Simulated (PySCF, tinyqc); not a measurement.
G0W0 on RHF in the sto-3g basis, for BH, spin multiplicity 1, step by step. The lowest restricted solution is unstable here: a spin-polarised one lies 0.0078 hartree lower (PySCF). Computed by tinyqc, a small Python program that keeps every step (integrals from PySCF). Settings: charge = 0, multiplicity = 1, basis = sto-3g, method = RHF, energy threshold = 1e-10, iteration cap = 85, orthogonalisation = symmetric, start = core, DIIS depth = 6. Command: `OMP_NUM_THREADS=1 python tinyqc.py 25425 25426 out.jsonl` (the two numbers bound the seeds that draw the settings). One thread of a shared host (Intel(R) Xeon(R) Processor @ 2.60GHz), about 0.08 s of CPU time with the checks. The early iterations of the SCF are left out here.

## One-electron integrals

Geometry (angstrom):
```
atom,x,y,z
B,0.000000,0.000000,0.000000
H,0.000000,0.000000,1.424000
```

Basis sto-3g: exponents (1/bohr^2) and contraction coefficients of normalised primitives:
```
element,l (shell),exponent,coefficient
B,s (1),48.791113,0.154329
B,s (1),8.887362,0.535328
B,s (1),2.405267,0.444635
B,s (2),2.236956,-0.099967
B,s (2),0.519821,0.399513
B,s (2),0.169062,0.700115
B,p (3),2.236956,0.155916
B,p (3),0.519821,0.607684
B,p (3),0.169062,0.391957
H,s (1),3.425251,0.154329
H,s (1),0.623914,0.535328
H,s (1),0.168855,0.444635
```

Overlap, kinetic and nuclear-attraction integrals over the contracted functions; the nuclear repulsion is the sum of Za Zb / Rab.

nuclear repulsion = 1.85806605 hartree

overlap S, lower triangle:
```
,1B 1s,1B 2s,1B 2px,1B 2py,1B 2pz,2H 1s
1B 1s,1.000000
1B 2s,0.269328,1.000000
1B 2px,0.000000,0.000000,1.000000
1B 2py,0.000000,0.000000,0.000000,1.000000
1B 2pz,0.000000,0.000000,0.000000,0.000000,1.000000
2H 1s,0.039237,0.362691,0.000000,0.000000,0.402664,1.000000
```

kinetic energy T (hartree), lower triangle:
```
,1B 1s,1B 2s,1B 2px,1B 2py,1B 2pz,2H 1s
1B 1s,10.826302
1B 2s,-0.047967,0.359168
1B 2px,0.000000,0.000000,1.123881
1B 2py,0.000000,0.000000,0.000000,1.123881
1B 2pz,0.000000,0.000000,0.000000,0.000000,1.123881
2H 1s,-0.011426,0.040877,0.000000,0.000000,0.129282,0.760032
```

nuclear attraction V (hartree), lower triangle:
```
,1B 1s,1B 2s,1B 2px,1B 2py,1B 2pz,2H 1s
1B 1s,-23.519001
1B 2s,-3.239448,-4.138076
1B 2px,0.000000,0.000000,-4.079343
1B 2py,0.000000,0.000000,0.000000,-4.079343
1B 2pz,-0.012977,-0.123388,0.000000,0.000000,-4.164212
2H 1s,-0.474436,-1.262862,0.000000,0.000000,-1.328670,-3.074290
```

core Hamiltonian H = T + V (hartree), lower triangle:
```
,1B 1s,1B 2s,1B 2px,1B 2py,1B 2pz,2H 1s
1B 1s,-12.692699
1B 2s,-3.287415,-3.778908
1B 2px,0.000000,0.000000,-2.955463
1B 2py,0.000000,0.000000,0.000000,-2.955463
1B 2pz,-0.012977,-0.123388,0.000000,0.000000,-3.040331
2H 1s,-0.485862,-1.221986,0.000000,0.000000,-1.199388,-2.314258
```

## Two-electron integrals

Functions are numbered as in S; the eight-fold symmetry (ij|kl) = (ji|kl) = (kl|ij) leaves the list below.

Two-electron integrals (ij|kl) in chemists' order, unique and non-zero (hartree):
```
i,j,k,l,(ij|kl)
1,1,1,1,2.923513
2,1,1,1,0.518376
2,1,2,1,0.109262
2,2,1,1,0.744229
2,2,2,1,0.193177
2,2,2,2,0.544804
3,1,3,1,0.020264
3,2,3,1,0.029996
3,2,3,2,0.120346
3,3,1,1,0.742491
3,3,2,1,0.193240
3,3,2,2,0.544682
3,3,3,3,0.586773
4,1,4,1,0.020264
4,2,4,1,0.029996
4,2,4,2,0.120346
4,3,4,3,0.031630
4,4,1,1,0.742491
4,4,2,1,0.193240
4,4,2,2,0.544682
4,4,3,3,0.523513
4,4,4,4,0.586773
5,1,5,1,0.020264
5,2,5,1,0.029996
5,2,5,2,0.120346
5,3,5,3,0.031630
5,4,5,4,0.031630
5,5,1,1,0.742491
5,5,2,1,0.193240
5,5,2,2,0.544682
5,5,3,3,0.523513
5,5,4,4,0.523513
5,5,5,5,0.586773
6,1,1,1,0.075106
6,1,2,1,0.015784
6,1,2,2,0.028036
6,1,3,3,0.027908
6,1,4,4,0.027908
6,1,5,1,0.001112
6,1,5,2,0.002071
6,1,5,5,0.028309
6,1,6,1,0.002349
6,2,1,1,0.199644
6,2,2,1,0.052734
6,2,2,2,0.166043
6,2,3,3,0.161131
6,2,4,4,0.161131
6,2,5,1,0.005767
6,2,5,2,0.036696
6,2,5,5,0.175703
6,2,6,1,0.008134
6,2,6,2,0.073058
6,3,3,1,0.005008
6,3,3,2,0.024064
6,3,5,3,0.006651
6,3,6,3,0.007527
6,4,4,1,0.005008
6,4,4,2,0.024064
6,4,5,4,0.006651
6,4,6,4,0.007527
6,5,1,1,0.194533
6,5,2,1,0.052026
6,5,2,2,0.172817
6,5,3,3,0.163758
6,5,4,4,0.163758
6,5,5,1,0.009838
6,5,5,2,0.058504
6,5,5,5,0.190742
6,5,6,1,0.008367
6,5,6,2,0.088719
6,5,6,5,0.113072
6,6,1,1,0.369303
6,6,2,1,0.099289
6,6,2,2,0.354912
6,6,3,3,0.334588
6,6,4,4,0.334588
6,6,5,1,0.012301
6,6,5,2,0.105999
6,6,5,5,0.395076
6,6,6,1,0.015525
6,6,6,2,0.206285
6,6,6,5,0.270943
6,6,6,6,0.774606
```

## Orthogonalisation

S = U s U^T; symmetric (Loewdin) form X = U s^(-1/2) U^T, so that X^T S X = 1.

eigenvalues of S: 0.436927  0.798293  1.000000  1.000000  1.175824  1.588956

X, lower triangle:
```
,1B 1s,1B 2s,1B 2px,1B 2py,1B 2pz,2H 1s
1B 1s,1.029952
1B 2s,-0.149628,1.096387
1B 2px,0.000000,0.000000,1.000000
1B 2py,0.000000,0.000000,0.000000,1.000000
1B 2pz,-0.009081,0.072774,0.000000,0.000000,1.078296
2H 1s,0.024285,-0.231538,0.000000,0.000000,-0.250312,1.142962
```

## Iteration 7 (converged): orbitals

converged F (hartree), lower triangle:
```
,1B 1s,1B 2s,1B 2px,1B 2py,1B 2pz,2H 1s
1B 1s,-7.348345
1B 2s,-2.145695,-1.017277
1B 2px,0.000000,0.000000,0.265029
1B 2py,0.000000,0.000000,0.000000,0.265029
1B 2pz,-0.020064,-0.022523,0.000000,0.000000,-0.059900
2H 1s,-0.324146,-0.410112,0.000000,0.000000,-0.362794,-0.290032
```

Diagonalise F' = X^T F X, C = X C', fill 3 alpha and 3 beta electrons from the bottom; D = 2 C_occ C_occ^T. Each column has its largest component positive (the first on a tie).

F' = X^T F X (hartree), lower triangle:
```
,1,2,3,4,5,6
1,-7.169507
2,-1.119127,-0.504388
3,0.000000,0.000000,0.265029
4,0.000000,0.000000,0.000000,0.265029
5,-0.042992,0.112395,0.000000,0.000000,0.115192
6,-0.006816,-0.292760,0.000000,0.000000,-0.407338,-0.013089
```

orbital energies (hartree): MO1 -7.352896, MO2 -0.523371, MO3 -0.248726, MO4 0.265029, MO5 0.265029, MO6 0.553201

coefficients C:
```
,MO1,MO2,MO3,MO4,MO5,MO6
1B 1s,0.992373,-0.224145,-0.187697,0.000000,0.000000,0.116564
1B 2s,0.027950,0.689150,0.716292,0.000000,0.000000,-0.542748
1B 2px,0.000000,0.000000,0.000000,0.545420,0.838163,0.000000
1B 2py,0.000000,0.000000,0.000000,0.838163,-0.545420,0.000000
1B 2pz,0.004849,0.180043,-0.575321,0.000000,0.000000,-0.931303
2H 1s,-0.005707,0.476285,-0.460713,0.000000,0.000000,0.992008
```

D after iteration 7, lower triangle:
```
,1B 1s,1B 2s,1B 2px,1B 2py,1B 2pz,2H 1s
1B 1s,2.140551
1B 2s,-0.522356,1.977567
1B 2px,0.000000,0.000000,0.000000
1B 2py,0.000000,0.000000,0.000000,0.000000
1B 2pz,0.144885,-0.575772,0.000000,0.000000,0.726866
2H 1s,-0.051892,-0.003866,0.000000,0.000000,0.701564,0.878273
```

Within a degenerate level the vectors are fixed only up to a rotation; this is one choice.

## Convergence

Stop when the energy changes by less than 1e-10 hartree and every element of the error matrix X^T (F D S - S D F) X is below 3e-06.

Course of the cycle:
```
iteration,E (hartree),change,largest element of the error matrix
1,-24.08628033,-,5.92e-01
2,-24.72794410,-6.42e-01,6.91e-02
3,-24.73393433,-5.99e-03,1.91e-02
4,-24.73450852,-5.74e-04,1.31e-03
5,-24.73451189,-3.37e-06,1.07e-05
6,-24.73451189,-1.32e-10,9.66e-07
7,-24.73451189,-7.64e-13,2.28e-08
```

PySCF RHF in the same basis = -24.73451189 hartree

Converged in 7 iterations.

## Integrals over molecular orbitals

(pq|rs) = sum C_ip C_jq C_kr C_ls (ij|kl), one index at a time.

one-electron integrals over orbitals h = C^T H C (hartree), lower triangle:
```
,1,2,3,4,5,6
1,-12.679490
2,0.279898,-2.974050
3,0.221470,-0.199347,-2.814045
4,0.000000,0.000000,0.000000,-2.955463
5,0.000000,0.000000,0.000000,0.000000,-2.955463
6,-0.136416,0.465014,-0.278894,0.000000,0.000000,-2.486334
```

Two-electron integrals over orbitals (pq|rs), unique and non-zero (hartree):
```
p,q,r,s,(pq|rs)
1,1,1,1,2.891692
2,1,1,1,-0.245129
2,1,2,1,0.033673
2,2,1,1,0.596053
2,2,2,1,-0.004694
2,2,2,2,0.528022
3,1,1,1,-0.200766
3,1,2,1,0.024264
3,1,2,2,-0.016406
3,1,3,1,0.030089
3,2,1,1,0.118024
3,2,2,1,-0.008571
3,2,2,2,-0.059168
3,2,3,1,0.004174
3,2,3,2,0.093419
3,3,1,1,0.653278
3,3,2,1,-0.012950
3,3,2,2,0.428821
3,3,3,1,0.003536
3,3,3,2,0.046731
3,3,3,3,0.524629
4,1,4,1,0.021650
4,2,4,1,0.020751
4,2,4,2,0.067508
4,3,4,1,0.017046
4,3,4,2,0.044900
4,3,4,3,0.054971
4,4,1,1,0.742001
4,4,2,1,-0.009224
4,4,2,2,0.457062
4,4,3,1,-0.006921
4,4,3,2,0.062187
4,4,3,3,0.483248
4,4,4,4,0.586773
5,1,5,1,0.021650
5,2,5,1,0.020751
5,2,5,2,0.067508
5,3,5,1,0.017046
5,3,5,2,0.044900
5,3,5,3,0.054971
5,4,5,4,0.031630
5,5,1,1,0.742001
5,5,2,1,-0.009224
5,5,2,2,0.457062
5,5,3,1,-0.006921
5,5,3,2,0.062187
5,5,3,3,0.483248
5,5,4,4,0.523513
5,5,5,5,0.586773
6,1,1,1,0.124656
6,1,2,1,-0.020863
6,1,2,2,-0.009182
6,1,3,1,-0.002634
6,1,3,2,0.014220
6,1,3,3,0.019387
6,1,4,4,0.003995
6,1,5,5,0.003995
6,1,6,1,0.025211
6,2,1,1,-0.179036
6,2,2,1,0.002667
6,2,2,2,-0.024252
6,2,3,1,0.012336
6,2,3,2,-0.049255
6,2,3,3,-0.011154
6,2,4,4,-0.093335
6,2,5,5,-0.093335
6,2,6,1,0.008270
6,2,6,2,0.114161
6,3,1,1,0.117893
6,3,2,1,-0.003863
6,3,2,2,-0.036143
6,3,3,1,0.005985
6,3,3,2,0.081246
6,3,3,3,0.063505
6,3,4,4,0.060294
6,3,5,5,0.060294
6,3,6,1,0.010486
6,3,6,2,-0.059954
6,3,6,3,0.096904
6,4,4,1,-0.009990
6,4,4,2,-0.033599
6,4,4,3,-0.007190
6,4,6,4,0.029726
6,5,5,1,-0.009990
6,5,5,2,-0.033599
6,5,5,3,-0.007190
6,5,6,5,0.029726
6,6,1,1,0.643344
6,6,2,1,-0.005371
6,6,2,2,0.536668
6,6,3,1,-0.016463
6,6,3,2,-0.063984
6,6,3,3,0.457893
6,6,4,4,0.459770
6,6,5,5,0.459770
6,6,6,1,-0.008986
6,6,6,2,-0.002483
6,6,6,3,-0.039779
6,6,6,6,0.581102
```

## Screening: direct RPA

With D = e_a - e_i and K = (ia|jb): diagonalise D^(1/2) (D + 4K) D^(1/2) = Z w^2 Z^T; X + Y = D^(1/2) Z w^(-1/2), each column of Z with its largest component positive (the first on a tie); E_c = (sum w - tr (D + 2K)) / 2.

D^(1/2) (D + 4K) D^(1/2) (hartree^2), lower triangle:
```
,1>4,1>5,1>6,2>4,2>5,2>6,3>4,3>5,3>6
1>4,58.692490
1>5,0.000000,58.692490
1>6,0.000000,0.000000,63.303663
2>4,0.203423,0.000000,0.000000,0.834467
2>5,0.000000,0.203423,0.000000,0.000000,0.834467
2>6,0.000000,0.000000,0.096506,0.000000,0.000000,1.650617
3>4,0.134889,0.000000,0.000000,0.114302,0.000000,0.000000,0.376911
3>5,0.000000,0.134889,0.000000,0.000000,0.114302,0.000000,0.000000,0.376911
3>6,0.000000,0.000000,0.105613,0.000000,0.000000,-0.222825,0.000000,0.000000,0.953926
```

excitation energies w (hartree): 0.591458  0.591458  0.927645  0.927645  0.942598  1.309856  7.661170  7.661170  7.956381

X + Y:
```
,1,2,3,4,5,6,7,8,9
1>4,-0.005212,-0.000018,-0.011336,0.000399,0.000000,0.000000,0.997165,0.000000,0.000000
1>5,0.000018,-0.005212,-0.000399,-0.011336,0.000000,0.000000,0.000000,0.997165,0.000000
1>6,0.000000,0.000000,0.000000,0.000000,-0.005961,-0.002511,0.000000,0.000000,0.996832
2>4,-0.264357,-0.000921,0.896843,-0.031588,0.000000,0.000000,0.001129,0.000000,0.000000
2>5,0.000921,-0.264357,0.031588,0.896843,0.000000,0.000000,0.000000,0.001129,0.000000
2>6,0.000000,0.000000,0.000000,0.000000,0.300161,0.870094,0.000000,0.000000,0.000574
3>4,0.907233,0.003161,0.170289,-0.005998,0.000000,0.000000,0.000601,0.000000,0.000000
3>5,-0.003161,0.907233,0.005998,0.170289,0.000000,0.000000,0.000000,0.000601,0.000000
3>6,0.000000,0.000000,0.000000,0.000000,0.885238,-0.219764,0.000000,0.000000,0.000536
```

RPA correlation energy = -0.05222078 hartree

Within a degenerate level the vectors are fixed only up to a rotation; this is one choice.

## G0W0 on Hartree-Fock: HOMO

W(p,q,m) = sqrt2 sum_ia (pq|ia) (X+Y)_ia,m; Sigma_c(x) = sum_(i,m) W^2/(x - e_i + w_m) + sum_(a,m) W^2/(x - e_a - w_m); solve x = e_p + Sigma_c(x) by Newton steps; Z = 1/(1 - dSigma/dx); 1 hartree = 27.211386 eV.

The 12 largest terms at x = e_p (hartree; W for the signs of X + Y given):
```
q,m,W,term
3,5,0.074605,0.005905
2,5,0.080685,0.005348
6,5,0.095777,-0.005258
6,6,-0.103927,-0.005115
2,6,-0.085909,0.004658
5,4,0.069913,-0.003391
4,3,0.069913,-0.003391
4,1,0.053617,-0.002601
5,2,0.053617,-0.002601
3,6,-0.033530,0.000858
3,9,0.027370,0.000094
5,8,0.024157,-0.000071
```

Newton steps (hartree):
```
step,x,Sigma_c(x),Z
0,-0.248726,-0.005579,0.971675
1,-0.254147,-0.005421,0.971651
2,-0.254147,-0.005421,0.971651
```

quasiparticle energy of the HOMO = -6.915686 eV

Hartree-Fock value = -6.768178 eV

## G0W0 on Hartree-Fock: LUMO

As before.

The 12 largest terms at x = e_p (hartree; W for the signs of X + Y given):
```
q,m,W,term
4,6,-0.133601,-0.013627
2,3,0.096102,0.005382
3,3,0.069913,0.003391
3,1,0.053617,0.002601
6,3,-0.044186,-0.001606
4,5,0.035830,-0.001362
2,1,0.032216,0.000752
1,3,0.030078,0.000106
2,7,0.029410,0.000102
3,7,0.024157,0.000071
1,7,0.030579,0.000061
6,7,-0.014148,-0.000025
```

Newton steps (hartree):
```
step,x,Sigma_c(x),Z
0,0.265029,-0.004137,0.978834
1,0.260979,-0.004050,0.978869
2,0.260979,-0.004050,0.978869
```

quasiparticle energy of the LUMO = 7.101606 eV

Hartree-Fock value = 7.211805 eV
